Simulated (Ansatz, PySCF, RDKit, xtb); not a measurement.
# SiNH5O: a search for the lowest isomer

Given the formula SiNH5O and nothing else, which arrangement of the atoms is the most stable in the gas at 298.15 K, and what are its properties?

The funnel: GFN2-xTB relaxations, single points with a density functional, relaxations at PBE0-D3(BJ)/def2-SVP, harmonic vibrations, and a last energy at a higher level. All values are calculated.

4 further runs of the same task are left out: 4 set aside as unsound or not needed.

**1. Candidates**

A program enumerates the bonding patterns with one Lewis structure each (two rings at most, one unusual centre or charged pair), with their diastereomers. O–O, O–halogen and N–halogen bonds and N–N–N chains are not drawn. That gives 8 candidates.

| label | SMILES | spin |
| --- | --- | --- |
| c187 | N[SiH2]O | singlet |
| c262 | NO[SiH3] | singlet |
| c487 | O[NH2+][SiH2-] | singlet |
| c545 | N[OH+][SiH2-] | singlet |
| c688 | ON[SiH3] | singlet |
| c692 | [O-][NH2+][SiH3] | singlet |
| c711 | N[SiH-][OH2+] | singlet |
| c829 | [NH3+][SiH-]O | singlet |

Candidates are built by distance geometry, with a force field where one applies, in up to four conformers (letters a to d). 1 start with atoms placed at random is added, to find patterns that the rules miss.

Q: Predict the outcome of this search (final energies at CCSD(T)/def2-TZVP).

| quantity | value |
| --- | --- |
| lowest structure found | N[SiH2]O, singlet, C1 |
| next finalist | NO[SiH3], singlet, 71.3 kcal/mol higher in G |
| share at equilibrium, among the finalists | 100.0 % |
| harmonic wavenumbers, lowest and highest (PBE0-D3(BJ)/def2-SVP) | 67 and 3930 cm⁻¹ |
| rotational constants, same geometry | 0.7351, 0.2274, 0.1913 cm⁻¹ |
| dipole moment (PBE0/def2-TZVPD) | 0.38 D |
| HOMO energy (PBE0/def2-TZVPD) | -7.83 eV |
| LUMO energy (PBE0/def2-TZVPD) | 0.08 eV |
| HOMO–LUMO gap (PBE0/def2-TZVPD) | 7.91 eV |
| lowest excitation (TD-PBE0/def2-SVPD) | 6.87 eV (f = 0.044) |
| strongest of the states computed, same level | 8.70 eV (f = 0.045) |
| lowest triplet excitation, same level, Tamm-Dancoff | 6.47 eV |
| vertical ionisation energy | 10.17 eV |
| vertical electron affinity | -1.01 eV (unbound: the value depends on the basis) |
| vertical triplet less singlet | +6.21 eV |

The search ends on `N[SiH2]O`. The margin of 71.3 kcal/mol over the next finalist is beyond the usual error of the last level; it says nothing of structures that weren't ranked. GFN2-xTB, HF/STO-3G, r2SCAN-D4/def2-SVP, PBE0-D3(BJ)/def2-SVP, HF/def2-TZVP and MP2/def2-TZVP already put its bonding pattern lowest among the structures in one piece. The search is not exhaustive (a finite list of starts, one conformer a finalist), so a lower isomer can't be ruled out. Patterns outside the rules of the enumeration were met only by chance.
